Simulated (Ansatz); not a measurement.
The input, for Ansatz 0.2.0:

```yaml
crystal:
  periodic: [false, false, false]
  atoms:
    - {symbol: Al, position_ang: [-1.063726, 0.000000, 0.000000]}
    - {symbol: H, position_ang: [-1.856650, 1.373384, 0.000000]}
    - {symbol: H, position_ang: [-1.856650, -1.373384, 0.000000]}
    - {symbol: H, position_ang: [0.820274, 0.000000, 0.000000]}
    - {symbol: N, position_ang: [2.257274, 0.000000, 0.000000]}
basis:
  gaussian: {orbitals: def2-mTZVP, fitting: {mean_field: def2-universal-jkfit}}
magnetization: {spin_polarized: false, initial_magnetization: 3}
correlation: {method: mp2, electrons: all}
output: {forces: true}
```

```sh
$ ansatz run in.yaml --threads 1 --pin off --events-out ev --progress --plain --max-ram 2393MiB
```

Log:

```
259 factors; integrals over basis functions are off by at most 7.7e-1 eV
mean field evaluation 1: about -8106.6660 eV, gradient 1.0e1 eV
mean field evaluation 2: about -8107.7938 eV, gradient 3.9e0 eV
mean field evaluation 4: about -8108.0897 eV, gradient 1.6e0 eV
mean field evaluation 8: about -8108.1947 eV, gradient 7.5e-4 eV
mean field -8108.19465650 eV, -297.9706576948 hartree, gradient 1.3e-6 eV, S^2 3.750000; 0 other end points of the search recorded, 0 dependent functions left out
mean field evaluation 16: about -8108.5413 eV, gradient 4.0e-3 eV
reference -8108.19465650 eV, -297.9706576948 hartree; 13, 10 occupied and 37, 40 virtual orbitals, 259 factors
second order -6.37477019 eV of doubles, -0.15501364 eV of singles
the calculation of the forces begins
Total energy: -8114.72444033 eV, -298.2106228245 hartree
Atom 0 at    -1.063726     0.000000     0.000000 Å, force     0.960619     0.000000    -0.000000 eV/Å
Atom 1 at    -1.856650     1.373384     0.000000 Å, force     0.037290    -0.000555     0.000000 eV/Å
Atom 2 at    -1.856650    -1.373384     0.000000 Å, force     0.037290     0.000555    -0.000000 eV/Å
Atom 3 at     0.820274     0.000000     0.000000 Å, force    -1.171567    -0.000000     0.000000 eV/Å
Atom 4 at     2.257274     0.000000     0.000000 Å, force     0.136368     0.000000    -0.000000 eV/Å
Dipole moment:    -0.243397    -0.000000     0.000000 e Å
```

Forces (eV/Å):
```
Al   0.961  0.000  0.000
H    0.037 -0.001  0.000
H    0.037  0.001  0.000
H   -1.172  0.000  0.000
N    0.136  0.000  0.000
```

Ran on 1 thread of Arm Neoverse V2, shared host: 0.57 s wall, 0.07 GiB peak host memory.
